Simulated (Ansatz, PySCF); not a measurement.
This PySCF input computes a r2SCAN/def2-TZVPD energy:

```python
from pyscf import gto, scf, dft

mol = gto.M(
    atom='''
    C     1.24148412   -0.38487645   -0.02448150
    C     0.13162726    0.61399813   -0.00546734
    O    -1.21553909   -0.18225276   -0.04318967
    H    -2.01707153    0.37302904   -0.00729226
    H     0.07373152    1.22038304    0.89478114
    H     0.04921562    1.21477509   -0.90633540
    H     2.17782210    0.17928470   -0.03733501
    H     1.25514759   -1.00629661    0.87265789
    H     1.21308039   -1.00752305   -0.91762756
    H    -1.26628133   -0.89036033    0.62636158
    ''',
    basis='def2-tzvpd',
    charge=1,
    spin=0,
    verbose=4,
)

mf = dft.RKS(mol, xc='r2scan').density_fit(auxbasis='def2-universal-jkfit')
mf.grids.level = 4
mf.conv_tol = 1e-9
mf.max_cycle = 100
mf.max_memory = 1500
mf.kernel()
if not mf.converged:
    mf = mf.newton()
    mf.kernel(mf.make_rdm1())
mf.analyze()
```

Task: Write an input for the same energy in Ansatz (a quantum-chemistry and plane-wave program) and say what it gives.

Result: 
Ansatz 0.2 input:
```yaml
crystal:
  periodic: [false, false, false]
  atoms:
    - {symbol: C, position_ang: [1.24148412, -0.38487645, -0.02448150]}
    - {symbol: C, position_ang: [0.13162726, 0.61399813, -0.00546734]}
    - {symbol: O, position_ang: [-1.21553909, -0.18225276, -0.04318967]}
    - {symbol: H, position_ang: [-2.01707153, 0.37302904, -0.00729226]}
    - {symbol: H, position_ang: [0.07373152, 1.22038304, 0.89478114]}
    - {symbol: H, position_ang: [0.04921562, 1.21477509, -0.90633540]}
    - {symbol: H, position_ang: [2.17782210, 0.17928470, -0.03733501]}
    - {symbol: H, position_ang: [1.25514759, -1.00629661, 0.87265789]}
    - {symbol: H, position_ang: [1.21308039, -1.00752305, -0.91762756]}
    - {symbol: H, position_ang: [-1.26628133, -0.89036033, 0.62636158]}
basis:
  gaussian:
    orbitals: def2-TZVPD
hamiltonian:
  xc: {name: r2SCAN}
total_charge: 1
output: {forces: true}
```
It gives -155.31938 Eh, and PySCF -155.31949 Eh, a difference of 0.11 mEh, from the treatment of integrals and grids.

It need not be the lowest isomer of its formula.
